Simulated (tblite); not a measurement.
Species: C4H4FP.
Bonds: F1–C2, C2–C3, C3–C4 (double), C4–P5, P5–C6, C2–C6 (double). Hydrogens: H7 on C3; H8 on C4; H9 on P5; H10 on C6.

Computed with GFN2-xTB (tblite), gas phase: L-BFGS steps from a force-field or distance-geometry start until the largest atomic force falls under 0.01 eV/Å.

The end geometry, which sets the zero of energy:
```
atom  x, y, z in Å
F1      2.4180   -0.0487    0.2994
C2      1.1030    0.0437    0.0473
C3      0.2517   -1.0999    0.2381
C4     -1.0370   -0.8305   -0.0364
P5     -1.2354    0.8319   -0.7168
C6      0.4948    1.1748   -0.3545
H7      0.6431   -2.0415    0.5857
H8     -1.8462   -1.5364    0.0326
H9     -1.7737    1.4041    0.4375
H10     0.9905    2.1071   -0.5555
```

**Question.** These geometries come from the run, each turned onto the end geometry. Order them by energy, lowest first.
A.
```
atom  x, y, z in Å
F1      2.3946   -0.0375    0.3279
C2      1.0864    0.0516    0.0439
C3      0.2418   -1.0917    0.2298
C4     -1.0486   -0.8318   -0.0519
P5     -1.2477    0.8419   -0.6968
C6      0.4901    1.1767   -0.3815
H7      0.6340   -2.0216    0.6003
H8     -1.8153   -1.5809    0.0041
H9     -1.7527    1.4144    0.4870
H10     1.0262    2.0836   -0.5854
```
B.
```
atom  x, y, z in Å
F1      2.4017   -0.0367    0.3366
C2      1.0967    0.0537    0.0416
C3      0.2351   -1.0884    0.2314
C4     -1.0503   -0.8496   -0.0758
P5     -1.2659    0.8532   -0.6912
C6      0.4972    1.1768   -0.4061
H7      0.6328   -2.0187    0.6062
H8     -1.8204   -1.6127    0.0133
H9     -1.7722    1.4343    0.5030
H10     1.0543    2.0928   -0.5816
```
C.
```
atom  x, y, z in Å
F1      2.4122   -0.0354    0.3421
C2      1.0906    0.0571    0.0371
C3      0.2441   -1.0875    0.2375
C4     -1.0550   -0.8760   -0.0870
P5     -1.2987    0.8740   -0.6891
C6      0.5271    1.1746   -0.4147
H7      0.6293   -2.0144    0.6073
H8     -1.8246   -1.6270    0.0184
H9     -1.7817    1.4431    0.5047
H10     1.0655    2.0962   -0.5790
```
D.
```
atom  x, y, z in Å
F1      2.4090   -0.0392    0.3186
C2      1.0966    0.0479    0.0529
C3      0.2460   -1.0957    0.2421
C4     -1.0412   -0.8294   -0.0391
P5     -1.2506    0.8409   -0.7118
C6      0.4894    1.1754   -0.3630
H7      0.6385   -2.0362    0.5924
H8     -1.8376   -1.5528    0.0024
H9     -1.7392    1.3975    0.4700
H10     0.9980    2.0962   -0.5871
```
E.
```
atom  x, y, z in Å
F1      2.3976   -0.0381    0.3221
C2      1.0896    0.0474    0.0486
C3      0.2452   -1.0946    0.2344
C4     -1.0424   -0.8278   -0.0386
P5     -1.2506    0.8432   -0.7049
C6      0.4892    1.1758   -0.3665
H7      0.6359   -2.0274    0.5955
H8     -1.8236   -1.5629    0.0006
H9     -1.7411    1.4016    0.4742
H10     1.0090    2.0875   -0.5879
```

**Answer.** D (0.004 eV), E (0.009 eV), A (0.021 eV), B (0.059 eV), C (0.145 eV).

In the order of the answer:

```
step  E above end (eV)  largest force (eV/Å)  rms force component (eV/Å)  rms distance from end (Å)  rms bond change (Å)  bond most changed (Å)
   8             0.004                  0.18                       0.049                      0.024                0.003           C4–P5 +0.006
   6             0.009                  0.17                       0.067                      0.030                0.003           C2–C3 -0.006
   4             0.021                  0.35                       0.124                      0.037                0.005           P5–H9 +0.012
   2             0.059                  0.48                       0.202                      0.052                0.012           P5–H9 +0.025
   0             0.145                  1.29                       0.470                      0.064                0.031           P5–C6 +0.070
```

What follows is the cost of the whole relaxation. On one thread, Arm Neoverse N1 (aarch64), no GPU (shared host), this took 0.21 s.
